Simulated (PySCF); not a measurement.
Gas-phase reaction: AlH(CH3)2 ⇌ AlH3 + C2H4

Computed with PySCF and rigid-rotor harmonic-oscillator thermochemistry at 1 bar. † marks an energy on the PBE0/def2-TZVP geometry and frequencies; other levels use their own. MP2 freezes the core. All species are closed-shell singlets. Methyl groups turn as free rotors in AlH(CH3)2. AlH(CH3)2, AlH3: computed as isolated molecules; such fragments, hydroxides, amides, oligomers or adducts are transient or little studied in the gas. MP2 isn't extrapolated to the basis-set limit; its ΔH°(298 K) is 177.0 kJ in def2-SVP and 189.7 kJ in def2-TZVPP. The harmonic model lacks anharmonicity and excited electronic states, which grow with temperature; levels with a mode under 35 cm⁻¹ are left out.

```json
[
 {"level": "HF/def2-TZVP†", "ΔE electronic, kJ": "154", "ΔH°(298 K), kJ": "139", "ΔS°(298 K), J/K": "115", "ΔG°(800 K), kJ": "48"},
 {"level": "M06-2X/def2-TZVP†", "ΔE electronic, kJ": "211", "ΔH°(298 K), kJ": "195", "ΔS°(298 K), J/K": "115", "ΔG°(800 K), kJ": "104"},
 {"level": "MP2/def2-TZVPP†", "ΔE electronic, kJ": "205", "ΔH°(298 K), kJ": "190", "ΔS°(298 K), J/K": "115", "ΔG°(800 K), kJ": "99"},
 {"level": "PBE/def2-SVP", "ΔE electronic, kJ": "200", "ΔH°(298 K), kJ": "185", "ΔS°(298 K), J/K": "115", "ΔG°(800 K), kJ": "94"},
 {"level": "PBE/def2-TZVP†", "ΔE electronic, kJ": "200", "ΔH°(298 K), kJ": "184", "ΔS°(298 K), J/K": "115", "ΔG°(800 K), kJ": "93"},
 {"level": "PBE0/def2-SVP†", "ΔE electronic, kJ": "209", "ΔH°(298 K), kJ": "194", "ΔS°(298 K), J/K": "115", "ΔG°(800 K), kJ": "103"},
 {"level": "ωB97M-V/def2-TZVP†", "ΔE electronic, kJ": "199", "ΔH°(298 K), kJ": "184", "ΔS°(298 K), J/K": "115", "ΔG°(800 K), kJ": "93"}
]
```
ΔH° is lowest at HF/def2-TZVP† and highest at M06-2X/def2-TZVP†. No reference value is set beside these.
